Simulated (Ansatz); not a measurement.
Relaxation of AlH4N (6 atoms, charge 0, multiplicity 1), to a largest force component of 0.02 eV/Å in at most 40 steps.

The calculation used RKS PBE/cc-pVDZ (Ansatz).

```xyz
6
Properties=species:S:1:pos:R:3
Al 0.000 0.000 0.000
H 0.000 0.000 1.560
H 1.351 0.000 -0.780
N -1.663 0.000 -0.960
H -2.332 -0.816 -0.861
H -1.912 0.816 -1.589
```

Task: Where does it end, and by what steps?

Result: It converged. After 6 steps the energy has fallen by 0.692 eV; H6 moved furthest, 0.68 Å.

```
step  energy less start (eV)  largest force component (eV/Å)  accepted
   0                  0.0000                           1.874       yes
   1                 -0.3405                           1.085       yes
   2                 -0.5507                           0.763       yes
   3                 -0.6722                           0.256       yes
   4                 -0.6886                           0.325       yes
   5                 -0.6914                           0.050       yes
   6                 -0.6916                           0.012       yes
```

```xyz
6
Properties=species:S:1:pos:R:3
Al -0.021 0.000 -0.012
H -0.068 -0.425 1.531
H 1.292 0.425 -0.824
N -1.579 0.000 -0.912
H -2.489 -0.250 -0.516
H -1.691 0.250 -1.898
```

Whether the end is a true minimum wasn't checked by a vibrational analysis.

Time of the run: 9.8 s on 1 thread of AMD EPYC 7R43 64-Core Processor (Zen 3) (shared host), peak memory 0.1 GiB.
